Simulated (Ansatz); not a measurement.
`C=C(F)C(F)F`, relaxed with RKS PBE0-D4/def2-TZVP in the Gaussian-basis code of Ansatz from a GFN2-xTB geometry. The force threshold is 0.005 eV/Å; the program also tests the step.

Total charge 0; spin multiplicity 1.

Start:

```xyz
9

C     0.141   -0.702   -1.211
C     0.540   -0.130   -0.093
F     1.838   -0.099    0.267
C    -0.353    0.553    0.914
F    -0.894    1.683    0.395
F    -1.399   -0.241    1.243
H     0.841   -1.170   -1.879
H    -0.901   -0.713   -1.470
H     0.187    0.820    1.834
```

```tsv
step	energy (eV)	largest force (eV/Å)	largest move (Å)
1	-11302.9439	0.273	0.000
2	-11302.9530	0.112	0.019
3	-11302.9564	0.095	0.028
4	-11302.9627	0.154	0.068
5 (rejected)	-11302.9617	0.766	0.195
6	-11302.9784	0.163	0.098
7	-11302.9910	0.292	0.097
8	-11302.9920	0.707	0.145
9	-11303.0263	0.276	0.200
10	-11303.0267	0.203	0.092
11	-11303.0361	0.166	0.100
12 (rejected)	-11303.0279	0.691	0.042
13	-11303.0378	0.053	0.021
14	-11303.0384	0.023	0.015
15	-11303.0384	0.006	0.004
16	-11303.0384	0.003	0.003
```

End:

```xyz
9

C     0.146   -0.847   -1.130
C     0.507   -0.021   -0.172
F     1.765    0.410   -0.033
C    -0.367    0.549    0.903
F    -0.446    1.896    0.766
F    -1.615    0.047    0.810
H     0.865   -1.205   -1.854
H    -0.883   -1.169   -1.194
H     0.027    0.339    1.904
```

Hardware: 2 threads of an AMD EPYC 7R13 on a shared host and a share of an NVIDIA H100 80 GB. Wall time 38 s, peak host memory 0.84 GiB.
